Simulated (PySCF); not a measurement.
**Static response to an electric field**

C4H6ClN.
Numbering: `[H]/[N:4]=[CH:3]\[C:2]([CH3:1])=[CH:5]\[Cl:6]` (hydrogens: H7, H8, H9 on C1; H10 on C3; H11 on N4; H12 on C5)

Cartesian coordinates in Å at the GFN2-xTB level; atoms count from 1:
```xyz
12
C4H6ClN angstrom
C      0.7957   -0.9297   -0.4379
C      0.0804    0.2915    0.0487
C     -1.3423    0.1693    0.3926
N     -2.0752   -0.8519    0.3328
C      0.6552    1.4886    0.1900
Cl     2.2996    1.8265   -0.1607
H      0.3213   -1.3057   -1.3444
H      1.8358   -0.7076   -0.6555
H      0.7559   -1.7136    0.3184
H     -1.8209    1.0799    0.7434
H     -1.6156   -1.6994    0.0024
H      0.1112    2.3515    0.5443
```

Level: CAM-B3LYP/def2-SVPD (PySCF), static field, nuclei fixed, core orbitals frozen in the response. The polarisability tensor in these axes (au):

```
x   88.07 22.66 -5.13
y   22.66 83.38  2.85
z   -5.13  2.85 49.51
```

Q: Give the principal values, the mean and the anisotropy Δα = √{½[(α1 − α2)² + (α2 − α3)² + (α1 − α3)²]}.

A: Principal values 47.46, 64.93 and 108.56 au; mean 73.65 au = 10.91 Å³ = 12.14 × 10⁻⁴⁰ C²·m²/J; Δα = 54.51 au (74 % of the mean).

Q: What is the dipole moment, and where does it point?

A: (1.37, 0.03, -0.35) D, 1.42 D in size, pointing from the negative to the positive side. Measured along this direction, the outermost atoms are N4 at the negative end and Cl6 at the positive end.

Q: Find the Langevin capture rate constant for H3+ (3.023 u) meeting this molecule (103.019 u), k = 2.342 × 10⁻⁹ cm³/s × √(α in Å³ / reduced mass in u).

A: The reduced mass is 2.94 u, so k = 4.51 × 10⁻⁹ cm³/s. The formula leaves out the permanent dipole, which adds to the capture rate.

Q: What would n − 1 = 2πNα be for an ideal gas of these molecules at 298.15 K and 1 atm, electronic part alone?

A: N = p/kT = 2.4615 × 10¹⁹ cm⁻³, so n − 1 = 2π × N × 10.91 × 10⁻²⁴ cm³ = 1688 × 10⁻⁶ at long wavelengths.

Q: Sum over states: ᾱ = Σ f/ω², ω in Eh. What share falls to these 8 lowest TDDFT singlets (eV, f)? 4.73, 0.0030; 5.85, 0.5753; 6.87, 0.0037; 6.88, 0.0007; 7.09, 0.0017; 7.50, 0.0235; 7.71, 0.0052; 7.76, 0.0034.

A: They add up to 13.07 au, 17.7 % of the 73.65 au; the largest single term is 12.46 au, from the state at 5.85 eV. Terms in order: 0.10, 12.46, 0.06, 0.01, 0.02, 0.31, 0.07, 0.04 au. Higher excitations give the rest. The strengths listed sum to 0.617.

Geometry: GFN2-xTB, one conformer, isolated molecule.
